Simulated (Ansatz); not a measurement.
# CHNa (triplet): the correlation ladder at scale of all distances = 1.099, cc-pVDZ

How much of the correlation energy of CHNa (triplet) does each wave-function method recover here?

The runs use Ansatz 0.2.0, Gaussian basis; cc-pVDZ, core rule «outside noble gas», up to 6 orbitals frozen.

The runs, in order: UHF; CCSD(T) on ROHF; CCSD(T) on UHF; BCCD(T) on ROHF; CISD as a restricted active space (open shells left free, so some higher excitations enter); CCSDT(Q) on ROHF; CCSDT(Q) on UHF; CASSCF and MRCISD+Q, 4 electrons in 4 orbitals; CASSCF and NEVPT2, 4 electrons in 4 orbitals; Full CI.

29 further runs of the same task are left out: 16 for a known fault of the program, 10 that didn't finish, 3 set aside as unsound or not needed. Runs told in other sessions of the task aren't counted.

### Step 1. The geometry

The geometry derives from a PBE0/def2-TZVP stationary point (not a proven minimum). All distances are scaled together.

3 atoms, charge 0, spin multiplicity 3.

Atoms are counted from 1 here; the program's logs count them from 0.

Bond lengths: C1–Na2 2.407 Å, C1–H3 1.211 Å. Angles: Na2–C1–H3 180.0°.

### Step 2. UHF

in.yaml reads:

```yaml
crystal:
  periodic: [false, false, false]
  atoms:
    - {symbol: C, position_ang: [0.000000, 0.000000, 0.398648]}
    - {symbol: Na, position_ang: [0.000000, 0.000000, -2.008404]}
    - {symbol: H, position_ang: [0.000000, 0.000000, 1.609756]}
basis:
  gaussian: {orbitals: cc-pVDZ}
magnetization: {spin_polarized: true, initial_magnetization: 2}
hamiltonian: {xc: hf}
output: {orbitals: {seedname: orbitals}}
```

The run is started by

```console
$ ansatz run in.yaml --threads 1 --pin off --events-out ev --progress --plain --max-ram 2393MiB
```

After this run come: CCSD(T) on ROHF; CCSD(T) on UHF; BCCD(T) on ROHF; CISD as a restricted active space (open shells left free, so some higher excitations enter); CCSDT(Q) on ROHF; CCSDT(Q) on UHF; CASSCF and MRCISD+Q, 4 electrons in 4 orbitals; CASSCF and NEVPT2, 4 electrons in 4 orbitals; Full CI.

**Question.** What will the summary of the whole plan be? Wanted: FCI from the RHF energy; RMP2 from FCI; UMP2 from FCI; RCCSD from FCI; RCCSD(T) from FCI; UCCSD(T) from FCI; RCCSDT(Q) from FCI; UCCSDT(Q) from FCI; NEVPT2 pair from FCI.

As calculated:

| quantity | value |
| --- | --- |
| FCI from the ROHF energy | -3.5776 eV |
| RMP2 from FCI | +15.49 kcal/mol |
| UMP2 from FCI | +15.18 kcal/mol |
| RCCSD from FCI | +2.44 kcal/mol |
| RCCSD(T) from FCI | +0.56 kcal/mol |
| UCCSD(T) from FCI | +0.55 kcal/mol |
| RCCSDT(Q) from FCI | +0.01 kcal/mol |
| UCCSDT(Q) from FCI | -0.02 kcal/mol |
| NEVPT2 pair from FCI | +14.54 kcal/mol |
| MRCISD+Q pair from FCI | 0.00 kcal/mol |
| levels within 1 kcal/mol (43 meV) | RCCSD(T), UCCSD(T), BCCD(T), RCCSDT, UCCSDT, RCCSDT(Q), UCCSDT(Q), MRCISD+Q pair |
| T1 diagnostic | 0.031 |
| effectively unpaired electrons | 2.04 |

In words: RCCSD(T) misses by +0.56 kcal/mol, 0.7 % of the correlation energy. One determinant dominates. Of the multireference levels listed MRCISD+Q pair comes nearest in total energy (0.00 kcal/mol), which doesn't show that its space is the better one. These misses are within one basis, not against nature; the frozen cores of restricted and unrestricted runs differ, which can shift their rows.

Levels on UHF freeze UHF's core orbitals, full CI those of ROHF, so the U rows can settle a little off it for that reason alone.

With open shells the CI space here admits some higher excitations, so it is larger than plain CISD.
